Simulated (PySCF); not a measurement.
Method: PySCF, B3LYP, basis C def2-TZVP, O def2-TZVP, H def2-TZVP (no relativity, density fitting).

```xyz
4
charge 0 multiplicity 1, angstrom
C     0.2997    0.5192    0.0000
O    -0.2997   -0.5191    0.0000
H     1.4065    0.5588    0.0000
H    -0.2193    1.4975    0.0000
```

H₂CO (singlet), along the line from C1 (at 0) through O2 (at 1.199 Å).

Tabulate the fields along this line at -0.36, -0.30, -0.24, -0.18, -0.12, -0.06, 0.06, 0.12, 0.18, 0.24, 0.30, 0.36, 0.42, 0.48, 0.54, 0.60, 0.66, 0.72, 0.78, 0.84, 0.90, 0.96, 1.02, 1.08, 1.14, 1.26, 1.32, 1.38, 1.44, 1.50, 1.56, 1.62, 1.68, 1.74, 1.80, 1.86, 1.92 Å.


| distance (Å) | electron density (e/Å³) | electron localisation function | electrostatic potential (V) |
| --- | --- | --- | --- |
| -0.36 | 2.17 | 0.129 | 78.3 |
| -0.30 | 3.08 | 0.0818 | 109 |
| -0.24 | 6.19 | 0.208 | 158 |
| -0.18 | 17.7 | 0.824 | 244 |
| -0.12 | 60.6 | 0.995 | 436 |
| -0.06 | 222 | 1 | 1090 |
| 0.06 | 223 | 1 | 1090 |
| 0.12 | 60.8 | 0.995 | 436 |
| 0.18 | 17.9 | 0.792 | 245 |
| 0.24 | 6.55 | 0.181 | 158 |
| 0.30 | 3.63 | 0.0951 | 110 |
| 0.36 | 2.98 | 0.222 | 79.6 |
| 0.42 | 2.91 | 0.547 | 60 |
| 0.48 | 3.02 | 0.772 | 47.4 |
| 0.54 | 3.2 | 0.848 | 40.2 |
| 0.60 | 3.47 | 0.866 | 37.8 |
| 0.66 | 3.85 | 0.859 | 40 |
| 0.72 | 4.35 | 0.831 | 47.5 |
| 0.78 | 4.99 | 0.768 | 62 |
| 0.84 | 5.75 | 0.626 | 86.1 |
| 0.90 | 6.62 | 0.345 | 125 |
| 0.96 | 8.4 | 0.118 | 191 |
| 1.02 | 16.7 | 0.159 | 308 |
| 1.08 | 65.2 | 0.87 | 560 |
| 1.14 | 353 | 0.999 | 1410 |
| 1.26 | 349 | 0.999 | 1410 |
| 1.32 | 63.9 | 0.832 | 558 |
| 1.38 | 16.9 | 0.149 | 303 |
| 1.44 | 8.94 | 0.159 | 185 |
| 1.50 | 6.89 | 0.458 | 118 |
| 1.56 | 5.54 | 0.725 | 77.5 |
| 1.62 | 4.33 | 0.828 | 51.4 |
| 1.68 | 3.3 | 0.867 | 34.2 |
| 1.74 | 2.47 | 0.88 | 22.8 |
| 1.80 | 1.82 | 0.881 | 15 |
| 1.86 | 1.33 | 0.875 | 9.69 |
| 1.92 | 0.969 | 0.864 | 6.07 |

On a grid of 0.06 Å the density has a local minimum along the bond near 0.42 Å from C, at 2.91 e/Å³, where the ELF is 0.55.
